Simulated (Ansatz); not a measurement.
C3H6FNO (`C/N=C(\F)OC`). Charge 0, multiplicity 1. All single points use the PBE0-D4/def2-TZVP geometry.

```xyz
12

C     0.610   -1.941   -0.247
N     0.237   -0.599    0.123
C    -0.239    0.185   -0.719
F    -0.456   -0.091   -2.005
O    -0.617    1.432   -0.504
C    -0.451    1.892    0.832
H     1.670   -2.091   -0.025
H     0.436   -2.181   -1.300
H     0.052   -2.651    0.369
H    -0.806    2.920    0.832
H     0.599    1.845    1.122
H    -1.035    1.280    1.521
```

(1) What is the dipole moment at B3LYP/def2-TZVPP? (Estimate.)

(2) And with PBE, r2SCAN, ωB97M-V? (An estimate is asked.)

(3) Give the Mulliken charges with B3LYP, PBE, r2SCAN in def2-TZVPP. (Best estimate.)

## Answers

(1) Computed: 1.16 D, with components (0.20, 0.22, 1.12) D in this frame, pointing from negative to positive charge.

(2) Computed: PBE 1.07 D, r2SCAN 1.12 D, ωB97M-V 1.11 D.

(3) The calculation gave: 
```tsv
atom	B3LYP	PBE	r2SCAN
C1	-0.16	-0.17	-0.03
N2	-0.28	-0.24	-0.33
C3	0.36	0.26	0.39
F4	-0.19	-0.15	-0.19
O5	-0.25	-0.18	-0.25
C6	-0.12	-0.14	0.01
H7	0.10	0.10	0.06
H8	0.08	0.08	0.05
H9	0.10	0.10	0.06
H10	0.13	0.12	0.08
H11	0.12	0.11	0.07
H12	0.12	0.11	0.07
```

B3LYP here is the variant with VWN-RPA as its local correlation; programs differ in this.
